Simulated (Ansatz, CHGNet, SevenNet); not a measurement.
## Graphite: properties by level of theory

Reference values: lattice constant a 2.461 Å (measured, 300 K, no zero-point or thermal correction, sources range from 2.456 to 2.461; as tabulated in Wikipedia's data pages); lattice parameter c 6.67 Å (measured, low temperature, no zero-point or thermal correction; as tabulated in Berland et al. (2010), arXiv:1007.3305).

```json
[
 {"level (code)": "CHGNet 0.3.0 (CHGNet)", "equilibrium lattice constant a (Å)": "2.467", "lattice parameter c (Å)": "7.684"},
 {"level (code)": "SevenNet-l3i5 (SevenNet)", "equilibrium lattice constant a (Å)": "2.468", "lattice parameter c (Å)": "8.063"},
 {"level (code)": "PBE-D4 (Ansatz)", "equilibrium lattice constant a (Å)": "2.460", "lattice parameter c (Å)": "6.660"},
 {"level (code)": "rVV10 (Ansatz)", "equilibrium lattice constant a (Å)": "2.470", "lattice parameter c (Å)": "6.741"},
 {"level (code)": "r²SCAN (Ansatz)", "equilibrium lattice constant a (Å)": "2.456", "lattice parameter c (Å)": "7.061"},
 {"level (code)": "PBE0 (Ansatz)", "equilibrium lattice constant a (Å)": "2.450", "lattice parameter c (Å)": "7.972"}
]
```

Differences from the reference values (errors of the level alone only where the reference is corrected to a static lattice):

| level | lattice constant a (%) | lattice parameter c (%) |
|---|---|---|
| CHGNet 0.3.0 | +0.24 | +15.2 |
| SevenNet-l3i5 | +0.28 | +21 |
| PBE-D4 | -0.04 | -0.15 |
| rVV10 | +0.37 | +1.06 |
| r²SCAN | -0.20 | +5.86 |
| PBE0 | -0.45 | +19.5 |

Nearest: lattice constant a, not ranked (reference at room or unstated temperature); lattice parameter c, PBE-D4 or rVV10.

Machine-learned potentials (CHGNet 0.3.0, SevenNet-l3i5) are trained on DFT data, which may include these solids.

Caveats: the cell comes from a level without a dispersion term, which matters for the spacing of layers, chains or molecules (r²SCAN, PBE0). Ansatz's density-functional and Hartree–Fock values are scalar-relativistic unless marked +SOC, with PAW data made under PBE.

Differences are worked out from the printed values.

Static lattice: no zero-point or thermal effects.

Ansatz is a quantum-chemistry and plane-wave program.
